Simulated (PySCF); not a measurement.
hydrazine (H₄N₂), SMILES NN. The structure is a stationary point at B3LYP-D3(BJ)/def2-TZVP.

The numbers are results of B3LYP-D3(BJ)/def2-TZVP (PySCF), not measurements.

Harmonic wavenumbers (cm⁻¹): 450, 799, 975, 1115, 1297, 1326, 1677, 1691, 3444, 3453, 3548, 3554. Rotational constants (GHz): 145.5, 24.37, 24.35; symmetry number 2.

Task: Work out the zero-point energy and the ideal-gas rigid-rotor harmonic-oscillator thermochemistry at 298.15 K and 1 atm.

Result: ZPE = ½ Σ hcν = ½ × 23329 cm⁻¹ = 139.54 kJ/mol. H − E(el) = 150.59 kJ/mol. Entropy in J/(mol K): translation 151.99, rotation 73.15, vibration 5.14, total 230.28. G − E(el) = 81.93 kJ/mol. Cp = 46.01 J/(mol K).
